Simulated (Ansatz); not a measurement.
A calculation on bcc Ta returned lattice constant a 3.306 Å, bulk modulus 195 GPa.

For reference: lattice constant a 3.299 Å (measured, static lattice: zero-point anharmonic expansion removed; as tabulated in Mejia-Rodriguez and Trickey (2018), arXiv:1807.09216); bulk modulus 198 GPa (measured, corrected for temperature and zero-point phonon effects, our sources range from 194 to 203; as tabulated in Levämäki et al. (2014), arXiv:1402.3671).

Which level of theory produced these numbers?
A) LDA (Ansatz (a quantum-chemistry and plane-wave program))
B) PBEsol+SOC (Ansatz)
C) r²SCAN0 (Ansatz)
D) PBE-D3(BJ) (Ansatz)

C, r²SCAN0 (Ansatz)

The others give: PBE-D3(BJ) 3.285 Å, 206 GPa; LDA 3.253 Å, 220 GPa; PBEsol+SOC 3.281 Å, 207 GPa.

Unless a cell is named, each level is at its own relaxed cell (LDA 17.21, PBE-D3(BJ) 17.73, PBEsol+SOC 17.65, r²SCAN0 18.07 Å³/atom).

Ansatz's density-functional and Hartree–Fock values are scalar-relativistic unless marked +SOC, with PAW data made under PBE.
